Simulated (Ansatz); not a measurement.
We consider 2H MoS2, described by r²SCAN-D4 (Ansatz, a first-principles code, PAW).

Numerical settings: plane-wave cutoff 500 eV, 12×12×4 k mesh (along the axes of the cell as run), gaussian smearing 0.02 eV, scalar-relativistic PAW data made under PBE.

Computed at the level's own relaxed cell.

### Question
Estimate the equilibrium volume per atom, equilibrium lattice constant a and c axis length that the calculation returns.

### Answer

* **equilibrium volume per atom**: 18.16 Å³/atom
* **equilibrium lattice constant a**: 3.174 Å
* **c axis length**: 12.489 Å

Measured, for comparison: lattice constant a 3.16 Å, lattice parameter c 12.294 Å (300 K, no zero-point or thermal correction; as tabulated in arXiv:1605.07067). Computed (rounded) less measured: lattice constant a +0.4 %, lattice parameter c +1.6 %.

Static lattice: no zero-point or thermal effects.
